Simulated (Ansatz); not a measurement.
**H2O2 (singlet): wave-function methods side by side, cc-pVDZ**

How much of the correlation energy of H2O2 (singlet) does each wave-function method recover here?

The runs use Ansatz 0.2.0, Gaussian basis; cc-pVDZ, core rule «outside noble gas», up to 2 orbitals frozen.

To be run: UHF; CCSD(T) on RHF; BCCD(T) on RHF; CISD; CCSDT(Q) on RHF; CCSDTQ on RHF; CASSCF and MRCISD+Q, 14 electrons in 10 orbitals; CASSCF and MRCISD+Q(relaxed), 14 electrons in 10 orbitals; CASSCF and NEVPT2, 14 electrons in 10 orbitals.

10 further runs of the same task are left out: 1 that didn't finish, 9 set aside as unsound or not needed.

### 1 The system

The geometry is an MP2(full)/6-31G* stationary point (not a proven minimum).

4 atoms, charge 0, spin multiplicity 1.

Atoms are counted from 1 here; the program's logs count them from 0.

Bond lengths: O1–O2 1.468 Å, O1–H3 0.976 Å, O2–H4 0.976 Å. Angles: O2–O1–H3 98.6°, O1–O2–H4 98.6°.

Geometry (Å):

```
atom    x (Å)    y (Å)    z (Å)
  O1   0.0000   0.7341  -0.0281
  O2   0.0000  -0.7341  -0.0281
  H3   0.8395   0.8808   0.4466
  H4  -0.8395  -0.8808   0.4466
```

### 2 UHF

Input file in.yaml:

```yaml
crystal:
  periodic: [false, false, false]
  atoms:
    - {symbol: O, position_ang: [0.000000, 0.734058, -0.028136]}
    - {symbol: O, position_ang: [0.000000, -0.734058, -0.028136]}
    - {symbol: H, position_ang: [0.839547, 0.880752, 0.446615]}
    - {symbol: H, position_ang: [-0.839547, -0.880752, 0.446615]}
basis:
  gaussian: {orbitals: cc-pVDZ}
magnetization: {spin_polarized: true, initial_magnetization: 0}
hamiltonian: {xc: hf}
output: {orbitals: {seedname: orbitals}}
```

Run with:

```console
$ ansatz run in.yaml --threads 1 --pin off --events-out ev --progress --plain --max-ram 3956MiB --backend cpu
```

The runs that follow: CCSD(T) on RHF; BCCD(T) on RHF; CISD; CCSDT(Q) on RHF; CCSDTQ on RHF; CASSCF and MRCISD+Q, 14 electrons in 10 orbitals; CASSCF and MRCISD+Q(relaxed), 14 electrons in 10 orbitals; CASSCF and NEVPT2, 14 electrons in 10 orbitals.

Before running them: what should the planned runs give, taken together? Wanted: RCCSDTQ below the RHF energy; RMP2 from RCCSDTQ; RCCSD from RCCSDTQ; RCCSD(T) from RCCSDTQ; RCCSDT(Q) from RCCSDTQ; NEVPT2 valence from RCCSDTQ; MRCISD+Q valence from RCCSDTQ; MRCISD+Q(relaxed) valence from RCCSDTQ; T1 diagnostic.

**Answer**, as computed:

| quantity | value |
| --- | --- |
| RCCSDTQ below the RHF energy | -11.2611 eV |
| RMP2 from RCCSDTQ | +683.3 meV |
| RCCSD from RCCSDTQ | +302.2 meV |
| RCCSD(T) from RCCSDTQ | +44.2 meV |
| RCCSDT(Q) from RCCSDTQ | -4.0 meV |
| NEVPT2 valence from RCCSDTQ | +1109.7 meV |
| MRCISD+Q valence from RCCSDTQ | +54.5 meV |
| MRCISD+Q(relaxed) valence from RCCSDTQ | +12.9 meV |
| levels within 1 kcal/mol (43 meV) | RCCSDT, RCCSDT(Q), MRCISD+Q(relaxed) valence |
| T1 diagnostic | 0.010 |
| effectively unpaired electrons | 0.05 |

In words: RCCSD(T) misses by +44.2 meV, 0.4 % of the correlation energy. One determinant dominates. Of the multireference levels listed MRCISD+Q(relaxed) valence comes nearest in total energy (+12.9 meV), which doesn't show that its space is the better one. These misses are within one basis, not against nature.
